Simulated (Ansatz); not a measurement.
A made-up structure of C₂H₄N (charge +1), closed shell:

| atom | x (Å) | y (Å) | z (Å) |
| --- | --- | --- | --- |
| C1 | -0.5509 | 0.6256 | -0.4083 |
| C2 | 0.9713 | -1.1029 | 0.7199 |
| N3 | 0.2963 | -0.3365 | 0.2196 |
| H4 | -0.1105 | 1.6204 | -0.2877 |
| H5 | -1.5374 | 0.5940 | 0.0648 |
| H6 | -0.6387 | 0.3824 | -1.4718 |
| H7 | 1.6004 | -1.8174 | 1.1861 |

It is relaxed with PBE-D4/def2-SVP and then PBE0-D4/def2-TZVP (Ansatz 0.2.0). Atoms count as bonded within 1.22 times the sum of their covalent radii (H–H: 0.88 Å). The end point is not checked to be a true minimum.

(1) Does its bonding change? (Judge from chemistry; the calculation decides.)

## Answers

(1) Computed: No: no bond forms or breaks.

Where it ends: The first stage lowers the energy by 0.06 eV in 5 steps. It ends as C₂H₄N ([CH][N][CH3]), total charge +1:
```json
{"atom": "C1", "x (Å)": "-0.5539", "y (Å)": "0.6290", "z (Å)": "-0.4105"}
{"atom": "C2", "x (Å)": "0.9605", "y (Å)": "-1.0907", "z (Å)": "0.7119"}
{"atom": "N3", "x (Å)": "0.2883", "y (Å)": "-0.3274", "z (Å)": "0.2137"}
{"atom": "H4", "x (Å)": "-0.1021", "y (Å)": "1.6137", "z (Å)": "-0.2819"}
{"atom": "H5", "x (Å)": "-1.5317", "y (Å)": "0.5853", "z (Å)": "0.0714"}
{"atom": "H6", "x (Å)": "-0.6313", "y (Å)": "0.3733", "z (Å)": "-1.4683"}
{"atom": "H7", "x (Å)": "1.6006", "y (Å)": "-1.8177", "z (Å)": "1.1863"}
```

Labels in which every atom is bracketed show which atoms are joined, not bond orders.

For scale, one of the runs: PBE0-D4/def2-TZVP relaxation, 117 basis functions, launched by `ansatz run in.yaml --threads 2 --pin off --events-out ev --progress --plain --max-ram 4352MiB`. The run took about 7.5 s on 2 CPU threads of an Arm Neoverse V2 (shared host).
